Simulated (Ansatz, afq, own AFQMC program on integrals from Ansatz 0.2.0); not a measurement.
AFQMC on a folder of integrals that Ansatz 0.2.0 wrote.

```yaml
crystal:
  periodic: [false, false, false]
  atoms:
    - {symbol: B, position_ang: [0.000000, 0.084416, 0.783587]}
    - {symbol: C, position_ang: [0.000000, -0.120961, -0.584032]}
    - {symbol: H, position_ang: [0.000000, 0.535945, -1.445249]}
basis:
  gaussian: {orbitals: 6-31G}
magnetization: {spin_polarized: false}
correlation: {method: ccsd_t, electrons: outside_noble_gas, hamiltonian_folder: ham}
```

```sh
$ ansatz run in.yaml --threads 1 --pin off --events-out ev --progress --plain --max-ram 24576MiB --backend cuda --devices 0, --max-vram 18GiB
```

Options of the walk:

```
--method phaseless --trial hf --walkers 4000 --populations 20 --least-time 40 --time-step 0.005 --steps-per-block 20 --equilibration-blocks 112 --max-blocks 4000 --target-error 0.0008500 --factor-cut 1e-05 --seed 1127 --taylor-order 6
```

Times are imaginary, in 1/Eh. The walk had a cap of 49 s. With eight or more populations the least sampling time is a fifth of least-time, and the error comes from their spread.

Log:

```
orbitals 18  electrons 4 4  factors 116 of 285
reference energy -62.83335167 Eh
CCSD correlation -0.19640653 Eh in 17 cycles, weight of the determinant in the CISD state 0.6780
energy of the start -62.833352 Eh
 block  time / (1/Eh)  mean weight  energy / Eh
     1     0.100  1.0004  -62.858704
     2     0.200  1.0009  -62.878484
     3     0.300  1.0008  -62.896275
     4     0.400  1.0009  -62.911210
     5     0.500  1.0010  -62.923157
     7     0.700  1.0007  -62.941341
     9     0.900  1.0003  -62.953691
    20     2.000  1.0001  -62.992340
    58     5.800  1.0000  -63.024791
    96     9.600  0.9999  -63.026442
   134    13.400  0.9999  -63.022156
   172    17.200  1.0000  -63.031794
   210    21.000  0.9999  -63.032469
   248    24.800  1.0000  -63.023117
   286    28.600  1.0003  -63.030307
   324    32.400  0.9999  -63.028396
   362    36.200  1.0001  -63.032731
   400    40.000  0.9997  -63.021236
   438    43.800  0.9999  -63.024791
   476    47.600  1.0002  -63.026605
   514    51.400  0.9998  -63.023679
   552    55.200  1.0001  -63.025583
   590    59.000  1.0002  -63.016762
   628    62.800  0.9999  -63.031070
   666    66.600  1.0000  -63.027845
   704    70.400  0.9999  -63.030112
   742    74.200  0.9999  -63.032526
   761    76.100  0.9999  -63.023405
error from the spread of 20 populations
energy -63.025137 +/- 0.000846 Eh
(rows thinned)
```

The run passed its tests (sampling time, drift between the halves within three errors, error under three times the target), which doesn't prove that it has relaxed.

Against this walk (error 23.0 meV) on the same determinant: CCSD(T) 648.9 meV lower, CCSDT(Q) 604.5 meV lower, CCSDTQ 575.5 meV lower, full CI 578.9 meV lower, a separate phaseless walk with a CISD trial and standard settings 420.2 ± 23.5 meV lower. The error is statistical and leaves out the bias of the constraint. Full CI is exact here, so the walk's 579 meV above it is the walk's own error: the bias of the constraint with this trial. It lies above even CCSD, by 126 meV. The determinant is a poor start (see the cautions), so the low cluster orders aren't to be relied on, and full CI is the sure value.

Cautions: constraint bias not in the error; another spin lies lower; restricted determinant unstable towards unrestricted (UHF 2.50 eV lower, ⟨S²⟩ 1.32); strong correlation (T1 0.103, weight of the determinant 0.68, largest double 0.38); (T) is large, 10 % of the CCSD correlation; CCSD(T) is in doubt: in a space of 8 electrons in 8 natural orbitals full CI lies 90 meV above it; the CCSDT(Q) amplitudes may be one of several solutions (largest double 0.52); the CCSDTQ amplitudes may be one of several solutions (largest double 0.53); CCSDTQ on the UHF determinant differs (70 meV lower), perhaps since the unrestricted series falls towards higher spin.

The walk took 31 s on 1 × NVIDIA H100 80GB HBM3 with 2 threads of AMD EPYC 7R13 Processor (Zen 3) (shared host) (the card was shared). The log's last line is the phaseless energy.

CCSDT and higher add their correlation energy to the determinant of the CCSD(T) run, since their own runs factorise the integrals more tightly (a shift of under 2 meV). A walk keeps the symmetry of its determinant, which the program's search chose and which needn't be the lowest solution, so a lower state of the same spin and another symmetry isn't excluded.
